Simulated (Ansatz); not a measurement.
C₃H₄OS, SMILES C=CC(O)=S, a ladder of methods at one geometry

With the Python package of Ansatz (0.2.0).

Notebook, run cell by cell (the value of a cell's last expression is shown):

```python
from pathlib import Path

import ansatz as az
from ase import Atoms
import numpy as np

BASIS = "cc-pVDZ"
```

```python
atoms = Atoms(["C", "C", "C", "O", "S", "H", "H", "H", "H"], positions=[
    (1.3493, -0.2029, -0.9455),
    (0.3572, -0.5463, -0.0856),
    (-0.739, 0.3426, 0.3911),
    (-1.4215, -0.3152, 1.2642),
    (-1.1058, 1.9113, 0.0998),
    (1.3432, 0.8609, -1.3717),
    (2.0919, -0.8547, -1.2792),
    (0.3986, -1.5415, 0.294),
    (-2.1854, 0.2996, 1.6156),
])
c3h4os = az.Crystal.molecule_from_ase(atoms)
```

```python
base = c3h4os.calculation().basis(gaussian=BASIS)
```

```python
print("functional    E (Ha)        dipole (D)   HOMO (eV)  LUMO (eV)")
for name in ["hf", "cam_b3lyp", "lda", "r2scan", "b3lyp"]:
    report = base.functional(name).forces().orbitals().run(threads=1, runs_dir="runs").report
    lines = Path(report["orbitals_path"]).read_text().splitlines()
    field_of = lambda key: [line.split("=")[1].strip() for line in lines if line.startswith(key)]
    orbitals = [(27.211386 * float(e), s, float(n)) for e, s, n in zip(field_of("Ene="), field_of("Spin="), field_of("Occup="))]
    homo = max(e for e, _, n in orbitals if n > 0.5)
    lumo = min(e for e, _, n in orbitals if n < 0.5)
    dipole = 4.803205 * np.linalg.norm(report["charge_distribution"]["dipole_moment_e_ang"])
    print(f"{name:10s} {report['free_energy_ev'] / 27.211386246:14.6f} {dipole:9.3f} {homo:11.3f} {lumo:10.3f}")
```

    functional    E (Ha)        dipole (D)   HOMO (eV)  LUMO (eV)
    hf            -588.298820     2.417      -9.363      1.663
    cam_b3lyp     -590.025861     2.094      -7.866     -0.826
    lda           -587.120222     1.993      -5.485     -3.011
    r2scan        -589.984936     2.170      -5.626     -2.802
    b3lyp         -590.130854     2.072      -6.294     -2.141

Total energies depend on the basis set; only differences at equal settings carry meaning. The geometry is a force-field or estimated start, not a minimum of this method, and the basis set is short of its limit. A lower total doesn't mark the better method: functionals have no common bound, and MP2 and coupled cluster aren't variational. b3lyp holds the VWN-RPA fit, as in Gaussian; the form of ORCA and Turbomole is b3lyp5. Levels such as HOMO and LUMO are orbital energies: with these approximate functionals they aren't the ionisation energy and electron affinity, and their gap isn't the fundamental gap. For Al to Cl the sets with a tight d function, cc-pV(X+d)Z, are usual. The whole script took 19 s on 1 thread of Arm Neoverse V2 (shared host), peak memory 0.28 GiB.

(Lines on the test bed's own set-up are left out of the output.)
